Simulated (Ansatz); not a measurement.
The input, for Ansatz 0.2.0:

```yaml
crystal:
  periodic: [false, false, false]
  atoms:
    - {symbol: H, position_ang: [-2.422866, 0.054876, 0.000000]}
    - {symbol: H, position_ang: [-1.582866, 0.054876, 0.000000]}
    - {symbol: Si, position_ang: [0.093134, 0.054876, 0.000000]}
    - {symbol: H, position_ang: [0.705314, -0.819409, 1.090012]}
    - {symbol: H, position_ang: [0.705314, -0.819409, -1.090012]}
basis:
  gaussian: {orbitals: 6-31G}
magnetization: {spin_polarized: true, initial_magnetization: 0}
correlation: {method: ccsdt_q, electrons: outside_noble_gas}
```

```sh
$ ansatz run in.yaml --threads 1 --pin off --events-out ev --progress --plain --max-ram 2393MiB
```

The program prints:

```
451 factors; integrals over basis functions are off by at most 7.2e-8 eV
mean field evaluation 1: about -7919.4543 eV, gradient 5.9e0 eV
mean field evaluation 2: about -7919.4549 eV, gradient 5.9e0 eV
mean field evaluation 4: about -7919.8651 eV, gradient 2.8e-1 eV
mean field evaluation 8: about -7919.8666 eV, gradient 1.1e-6 eV
mean field evaluation 16: about -7920.0011 eV, gradient 1.9e-2 eV
mean field evaluation 32: about -7919.8666 eV, gradient 1.9e-5 eV
mean field evaluation 64: about -7918.3795 eV, gradient 3.8e-4 eV
mean field evaluation 96: about -7919.8535 eV, gradient 1.3e0 eV
mean field evaluation 128: about -7918.3756 eV, gradient 4.4e-1 eV
mean field -7920.00083131 eV, -291.0546621814 hartree, gradient 1.8e-6 eV, S^2 0.477043; 3 other end points of the search recorded, 0 dependent functions left out
determinant -7920.00083131 eV, -291.0546621814 hartree, with singles and doubles -7922.44954231 eV, -291.1446506507 hartree
determinant -7918.37954512 eV, -290.9950810128 hartree, with singles and doubles -7921.05140643 eV, -291.0932701050 hartree
determinant -7919.86660751 eV, -291.0497295476 hartree, with singles and doubles -7922.50786070 eV, -291.1467938121 hartree
5 core orbitals not correlated: weight in the atoms' cores, before any rotation towards them, 1.000 or more for the frozen orbitals, at most 0.000 for the correlated occupied ones
reference -7920.00083131 eV, -291.0546621814 hartree; 4, 4 occupied and 12, 12 virtual orbitals, 451 factors
second order -1.63202660 eV of doubles, -0.00000000 eV of singles
cycle   1  -2.06967569 eV  change   -4.4e-1 eV  update   6.4e-2
cycle   2  -2.34876035 eV  change   -2.8e-1 eV  update   3.8e-2
cycle   3  -2.39194981 eV  change   -4.3e-2 eV  update   2.5e-2
cycle   4  -2.43168607 eV  change   -4.0e-2 eV  update   2.1e-2
cycle   5  -2.48812029 eV  change   -5.6e-2 eV  update   1.8e-2
cycle   6  -2.53173664 eV  change   -4.4e-2 eV  update   1.2e-2
cycle   7  -2.54969536 eV  change   -1.8e-2 eV  update   7.5e-3
cycle   8  -2.55159740 eV  change   -1.9e-3 eV  update   3.4e-3
cycle   9  -2.55120339 eV  change    3.9e-4 eV  update   1.4e-3
cycle  10  -2.55185296 eV  change   -6.5e-4 eV  update   6.0e-4
cycle  11  -2.55211098 eV  change   -2.6e-4 eV  update   2.4e-4
cycle  12  -2.55216549 eV  change   -5.5e-5 eV  update   1.1e-4
cycle  13  -2.55208957 eV  change    7.6e-5 eV  update   4.7e-5
cycle  14  -2.55211161 eV  change   -2.2e-5 eV  update   2.3e-5
cycle  15  -2.55215031 eV  change   -3.9e-5 eV  update   1.2e-5
cycle  16  -2.55215995 eV  change   -9.6e-6 eV  update   5.3e-6
cycle  17  -2.55215665 eV  change    3.3e-6 eV  update   3.1e-6
cycle  18  -2.55215050 eV  change    6.1e-6 eV  update   1.9e-6
cycle  19  -2.55214691 eV  change    3.6e-6 eV  update   1.0e-6
cycle  20  -2.55214576 eV  change    1.2e-6 eV  update   5.4e-7
cycle  21  -2.55214549 eV  change    2.7e-7 eV  update   2.0e-7
perturbative correction -0.00273930 eV, -0.0001006675 hartree
Total energy: -7922.55571611 eV, -291.1485524657 hartree
```

For the same geometry and basis full CI lies 1.2 meV lower.

Ran on 1 thread of Arm Neoverse V1, shared host: 3 s wall, 0.1 GiB peak host memory.
